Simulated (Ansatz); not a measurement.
**CH7Si radical: a reaction path by the nudged elastic band**

What path joins these two structures, and how high does it climb? Both ends were relaxed at PBE0-D4 in triple zeta.

Method: PBE0-D4/def2-SVP, unrestricted; program: Ansatz 0.2.0, Gaussian basis.

24 further runs of the same task are left out: 2 that didn't finish, 22 set aside as unsound or not needed.

### Step 1. The starting structure

The first end: 9 atoms, charge 0, spin multiplicity 2.

Atoms are counted from 1 here; the program's logs count them from 0.

Bond lengths: H1–C2 1.090 Å, C2–H4 1.090 Å, C2–H5 1.090 Å, C2–H6 1.090 Å, Si3–H7 1.486 Å, Si3–H8 1.486 Å, Si3–H9 1.486 Å. Angles: H1–C2–H4 109.5°, H1–C2–H5 109.5°, H1–C2–H6 109.5°, H4–C2–H5 109.5°, H4–C2–H6 109.5°, H5–C2–H6 109.5°, H7–Si3–H8 111.3°, H7–Si3–H9 111.3°, H8–Si3–H9 111.3°.

Geometry (Å):

```xyz
9

H    -0.4408   -0.2061    0.9201
C    -0.8936   -0.4201    1.8887
Si    0.9740    0.4599   -2.0627
H    -1.0333    0.5109    2.4377
H    -1.8594   -0.9024    1.7395
H    -0.2405   -1.0823    2.4565
H     1.5096    1.8449   -2.0108
H     2.0617   -0.5318   -2.2651
H    -0.0777    0.3270   -3.1038
```

The second end:

```csv
atom,x (Å),y (Å),z (Å)
H1,0.2088,0.0877,-0.4350
C2,-1.0376,-0.4839,2.1926
Si3,0.8287,0.3864,-1.7511
H4,-1.0225,0.5701,2.4284
H5,-1.8921,-0.9127,1.6900
H6,-0.1955,-1.1078,2.4538
H7,1.3731,1.7682,-1.7436
H8,1.9303,-0.5746,-2.0130
H9,-0.1932,0.2665,-2.8222
```

### Step 2. The band at PBE0-D4/def2-SVP

The input, neb/in.yaml:

```yaml
crystal:
  periodic: [false, false, false]
  atoms:
    - {symbol: H, position_ang: [-0.440840, -0.206122, 0.920072]}
    - {symbol: C, position_ang: [-0.893643, -0.420057, 1.888731]}
    - {symbol: Si, position_ang: [0.973989, 0.459945, -2.062735]}
    - {symbol: H, position_ang: [-1.033313, 0.510901, 2.437682]}
    - {symbol: H, position_ang: [-1.859362, -0.902388, 1.739473]}
    - {symbol: H, position_ang: [-0.240480, -1.082306, 2.456483]}
    - {symbol: H, position_ang: [1.509587, 1.844898, -2.010754]}
    - {symbol: H, position_ang: [2.061701, -0.531813, -2.265130]}
    - {symbol: H, position_ang: [-0.077742, 0.327041, -3.103823]}
basis:
  gaussian: {orbitals: def2-SVP}
magnetization: {spin_polarized: true, initial_magnetization: 1}
hamiltonian: {xc: pbe0, dispersion: d4}
neb:
  images: 5
  climbing: true
  max_iterations: 40
  initial_path: idpp
  final_atoms:
    - {symbol: H, position_ang: [0.208764, 0.087740, -0.434971]}
    - {symbol: C, position_ang: [-1.037601, -0.483869, 2.192626]}
    - {symbol: Si, position_ang: [0.828675, 0.386447, -1.751135]}
    - {symbol: H, position_ang: [-1.022529, 0.570099, 2.428356]}
    - {symbol: H, position_ang: [-1.892106, -0.912690, 1.690021]}
    - {symbol: H, position_ang: [-0.195521, -1.107828, 2.453843]}
    - {symbol: H, position_ang: [1.373106, 1.768236, -1.743585]}
    - {symbol: H, position_ang: [1.930347, -0.574579, -2.012973]}
    - {symbol: H, position_ang: [-0.193234, 0.266542, -2.822181]}
```

Run with:

```console
ansatz run in.yaml --threads 2 --pin off --events-out ev --progress --plain --max-ram 4352MiB
```

Q: Predict the outcome of this session. Wanted: from earlier runs: barrier over the separately found saddle, CCSD(T)/def2-TZVPP.

**Answer**, as computed:

| quantity | value |
| --- | --- |
| PBE0-D4/def2-SVP, 13 iterations | highest 93.6 kJ/mol (image 4), last end +77.0 kJ/mol |
| from earlier runs: barrier over the separately found saddle, CCSD(T)/def2-TZVPP | 104.8 kJ/mol |

**Reading.** The highest image lies 93.6 kJ/mol above the first end, and it climbed, so it estimates the saddle. The ends are not quite minima at this level (largest force component 0.37 eV/Å), so the heights are unreliable: relaxing the first end would lower it and raise the barrier above it. The highest image is 11.2 kJ/mol below the CCSD(T) barrier in triple zeta, which comes from separate runs on the saddle.
